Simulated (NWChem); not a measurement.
Species: CH2Cl2 cation, doublet; SMILES of the neutral closed-shell parent C(Cl)Cl

```xyz
5

Cl     1.4800     0.0000     0.1840
C      0.0000     0.0000    -0.6748
Cl    -1.4800     0.0000     0.1840
H      0.0000     0.8675    -1.3908
H      0.0000    -0.8675    -1.3908
```
Atoms are numbered in this order, from 1.

Computed with NWChem. Geometry optimised at PBE0/def2-SVP; all other runs use it. Pople sets run with spherical d functions. Spin-unrestricted. In the optimisation the excess spin sits in b2 (C2v, its own frame). The spin multiplicity was typed, not searched, and may not be the lowest. Vzz has the sign of the potential's second derivative.

```json
[
 {"quantity": "Vzz Cl3 (a.u.)", "level": "UHF/cc-pVTZ", "value": "-3.258"},
 {"quantity": "cavity-dispersion-structure term (kcal/mol) in toluene", "level": "PBE0/6-31G*, SMD", "value": "…"},
 {"quantity": "charge (e), ESP Cl3", "level": "B3LYP/def2-SVP", "value": "…"},
 {"quantity": "A(iso) 35Cl atom 3 (MHz)", "level": "CAM-B3LYP/IGLO-II", "value": "4.8"},
 {"quantity": "highest occupied level (eV)", "level": "B3LYP/6-31G*", "value": "…"},
 {"quantity": "highest harmonic frequency (cm⁻¹)", "level": "PBE0/def2-SVP", "value": "2877"}
]
```

### Question
What belongs in the gaps?

### Answer

- cavity-dispersion-structure term (kcal/mol) in toluene, value: -2.2
- charge (e), ESP Cl3, value: 0.31
- highest occupied level (eV), value: -15.43
